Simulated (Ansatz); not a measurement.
A nudged elastic band was laid between two geometries of C3H6OS (11 atoms, charge 0, multiplicity 1).

Theory: RKS PBE-D4/def2-SVP (Ansatz 0.2.0).

```yaml
movable_images: 7
climbing_image: yes
spring: 5.0 eV/Å²
optimiser: quadratic models (default)
start_path: IDPP
force_threshold: 0.05 eV/Å
iteration_limit: 60
end_points: relaxed
```

First end point:

```xyz
11
Properties=species:S:1:pos:R:3
C -0.346 0.835 0.903
C 0.181 -0.443 0.272
S 1.953 -0.358 -0.258
C -0.568 -0.875 -0.982
O -1.353 -0.166 -1.579
H 0.280 1.141 1.762
H -0.360 1.655 0.159
H -1.389 0.691 1.251
H 0.187 -1.295 0.986
H 1.766 0.665 -1.141
H -0.286 -1.906 -1.351
```

Last end point:

```xyz
11
Properties=species:S:1:pos:R:3
C -0.396 0.886 0.966
C 0.181 -0.278 0.175
S 1.874 0.171 -0.448
C -0.630 -0.614 -1.070
O -1.599 0.013 -1.447
H 0.222 1.110 1.856
H -0.464 1.795 0.335
H -1.425 0.641 1.296
H 0.285 -1.188 0.804
H 2.251 -1.093 -0.793
H -0.232 -1.500 -1.653
```

Task: Which bonds break or form, and what moves?

Result: No bond is made or broken. The dihedral C4–C2–S3–H10 goes from 65 to -72°.

Task: Give the energies along the band, and the barrier.

Result: It converged. The highest image is number 4 of 0 to 8, 3.6 kcal/mol above the first end and 1.5 kcal/mol above the last; the last end lies 2.1 kcal/mol above the first. A vibrational analysis at the climbing image gives one clearly imaginary mode, 243i cm⁻¹: a first-order saddle point.

```
image  path coordinate (Å)  energy (kcal/mol)  dihedral C4–C2–S3–H10 (°)
    0                 0.00                0.0                         65
    1                 0.36                0.4                         52
    2                 0.72                1.6                         36
    3                 1.07                3.0                         15
    4                 1.43                3.6                         -7
    5                 1.72                3.3                        -25
    6                 2.00                2.7                        -42
    7                 2.29                2.2                        -58
    8                 2.58                2.1                        -72
```

Task: What is the geometry of the highest image?

Result: 
```xyz
11
Properties=species:S:1:pos:R:3
C -0.376 0.786 1.058
C 0.210 -0.352 0.236
S 1.988 -0.025 -0.216
C -0.563 -0.616 -1.048
O -1.546 0.003 -1.392
H 0.216 0.964 1.976
H -0.398 1.720 0.464
H -1.417 0.544 1.354
H 0.213 -1.306 0.810
H 1.872 -0.320 -1.543
H -0.134 -1.454 -1.679
```

Task: What are the harmonic wavenumbers there?

Result: 243i, 96, 215, 261, 287, 348, 577, 683, 849, 880, 912, 997, 1048, 1097, 1158, 1288, 1337, 1356, 1406, 1411, 1795, 2584, 2782, 2970, 2986, 3078, 3093 cm⁻¹.

The band took 9 iterations and roughly 4 core-minutes.

Time of the run: 2.2 min on 2 threads of Arm Neoverse V1, with other jobs on the host, peak memory 0.14 GiB.
